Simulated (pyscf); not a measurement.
## Four-centre exchange: H₂B–OH (SMILES BO) + H₂O (SMILES O) → H₂B–OH (SMILES BO) + H₂O (SMILES O)

Gas phase, singlet surface, charge 0. Bonds broken: B1–O2, O6–H7. Bonds formed: B1–O6, O2–H7. PySCF, gas phase, ωB97X-D3(BJ)/def2-SVP geometries. MP2 and CC: frozen core, UHF for open shells. ΔMP2 is the change of the MP2 total energy from the triple- to the quadruple-zeta basis.

Transition state (Å):

```xyz
8

B     -1.0317    -0.1737    -0.3462
O     -0.8611     0.4729     1.0749
H     -0.6102    -1.3122    -0.3675
H     -2.1318     0.0584    -0.8045
H     -0.3896    -0.1182     1.6748
O      0.0393     0.8385    -0.8891
H     -0.1110     1.0566     0.3055
H     -0.3677     1.5157    -1.4434
```

One imaginary mode, 1252i cm⁻¹; descent along it reached the two sides named.

| bond | change | reactant side (Å) | saddle | product side |
|---|---|---|---|---|
| B1–O2 | breaks | 1.390 | 1.571 | 2.013 |
| O6–H7 | breaks | 0.969 | 1.224 | 2.365 |
| B1–O6 | forms | 2.013 | 1.570 | 1.390 |
| O2–H7 | forms | 2.366 | 1.223 | 0.969 |

Electronic energies relative to the separated reactants (kcal/mol):

```csv
level,barrier,reaction energy,reverse barrier
ωB97X-D3(BJ)/def2-TZVP,10.5,0.0,10.5
PBE/def2-TZVP,6.0,0.0,6.0
r²SCAN/def2-TZVP,7.0,0.0,7.0
B3LYP-D3(BJ)/def2-TZVP,11.5,0.0,11.5
PBE0-D3(BJ)/def2-TZVP,7.2,0.0,7.2
M06-2X/def2-TZVP,8.8,0.0,8.8
ωB97M-D3(BJ)/def2-TZVP,10.2,0.0,10.2
HF/def2-TZVP,27.2,0.0,27.2
MP2/def2-QZVPP,10.9,0.0,10.9
CCSD/def2-TZVPP,13.9,0.0,13.9
CCSD(T)/def2-TZVPP,11.5,0.0,11.5
CCSD(T)/def2-TZVPP + ΔMP2(QZVPP),12.5,0.0,12.5
```

With CCSD(T)/def2-TZVPP + ΔMP2(QZVPP) energies and thermal terms (ideal gas, 1 atm, RRHO with modes under 100 cm⁻¹ raised to 100, one conformer, R ln 2 for rigid chiral ones), in kcal/mol:

```tsv
T (K)	ΔH‡	ΔG‡	ΔH	ΔG
298	11.9	23.2	0.0	0.0
600	11.7	34.8	0.0	0.0
900	12.2	46.2	0.0	0.0
1200	12.9	57.5	0.0	0.0
```

One saddle was located; it need not be the lowest between these sides. The CCSD(T) − MP2 part came from Ansatz, without density fitting, on the same reference.
